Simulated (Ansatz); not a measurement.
## How far each method lies from UCCSDT(Q) for Cl–Al–GaH, quintet

Geometry: that of the Cl–Al–GaH, triplet, kept fixed. The triplet lies 4.5 eV lower here.

```xyz
4

Cl    0.0000   -0.2241    2.6351
Al    0.0000    0.5840    0.6943
Ga    0.0000   -0.1160   -1.5641
H     0.0000    0.2730   -3.0821
```

Basis cc-pVDZ; Ansatz 0.2.0. Only valence electrons are correlated (noble-gas cores and the filled d shells of p-block atoms frozen), which leaves 14 electrons in 44 orbitals. R marks a restricted (for open shells ROHF) determinant, U an unrestricted one. No spin–orbit coupling is included, and no scalar relativity.

Full CI isn't at hand for all of this; UCCSDT(Q) serves as the reference, and is uncertain by the last step of the cluster series or more. The frozen core follows each run's orbitals, which can shift R against U totals by a few meV for light atoms and by up to 0.1 eV past Ca.

The UHF ⟨S²⟩ is 6.007. The T1 diagnostic (RCCSD) is 0.0407. The largest doubles amplitude (RCCSD) is 0.054. The T1 diagnostic (UCCSD) is 0.0361.

```tsv
level	E − E(UHF) (eV)
UMP2	-5.6400
UCCSD	-6.5692
UCCSD(T)	-6.7635
```

Task: Estimate how far UCCSDT(Q) in cc-pVDZ lies from UCCSD(T). The table doesn't fix it; the size of (T) and the diagnostics are the guide.

Result: UCCSDT(Q) in cc-pVDZ lies 6.0 kJ/mol below UCCSD(T), which is 32 % of the (T) step (-18.7 kJ/mol). T1 is raised, and the rest is a large part of (T). The miss exceeds 1 kcal/mol.

The other levels:

```
 level  E − E(UCCSDT(Q)) (kJ/mol)  wall time
UCCSDT                        1.6          –
```

Run but not shown, since their state, orbitals or frozen core can't be matched to the reference's or they repeat it: RHF, RMP2, RCCSD, RCCSD(T), BCCD(T), RCCSDT, RCCSDT(Q).
